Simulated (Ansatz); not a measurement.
Start from `COC1(F)CO1` and change one atom or group to get `CSC1(F)CO1`.

Ansatz, PBE0-D4/def2-TZVP geometries, multiplicity 1. Each molecule was computed in one conformer, which needn't be the lowest.

```json
{"property": "size of the dipole moment (PBE/def2-TZVPP) / D", "`COC1(F)CO1`": "0.98"}
{"property": "LUMO energy (ωB97M-V/def2-TZVPP) / eV", "`COC1(F)CO1`": "3.12"}
{"property": "size of the dipole moment (B3LYP/def2-TZVPP) / D", "`COC1(F)CO1`": "1.06"}
{"property": "HOMO energy (ωB97M-V/def2-TZVPP) / eV", "`COC1(F)CO1`": "-10.94"}
{"property": "HOMO–LUMO gap (PBE0/def2-TZVPP) / eV", "`COC1(F)CO1`": "10.03"}
{"property": "LUMO energy (B3LYP/def2-TZVPP) / eV", "`COC1(F)CO1`": "1.17"}
```

Question: Give the same properties after the change, and the shifts. (An estimate is asked.)

Answer: The calculation gave: 
```
                                        property  `CSC1(F)CO1`  shift
  size of the dipole moment (PBE/def2-TZVPP) / D          0.69  -0.29
           LUMO energy (ωB97M-V/def2-TZVPP) / eV          2.30  -0.82
size of the dipole moment (B3LYP/def2-TZVPP) / D          0.85  -0.21
           HOMO energy (ωB97M-V/def2-TZVPP) / eV         -9.31   1.63
            HOMO–LUMO gap (PBE0/def2-TZVPP) / eV          7.50  -2.53
             LUMO energy (B3LYP/def2-TZVPP) / eV          0.16  -1.01
```

With PBE0 the HOMO rises by 1.45 eV and the LUMO falls by 1.08 eV, so the gap narrows by about 2.53 eV. PBE moves the HOMO by 1.01 eV and ωB97M-V by 1.63 eV. Dipoles are sizes alone; their direction can turn.

B3LYP here is the variant with VWN-RPA as its local correlation; programs differ in this.
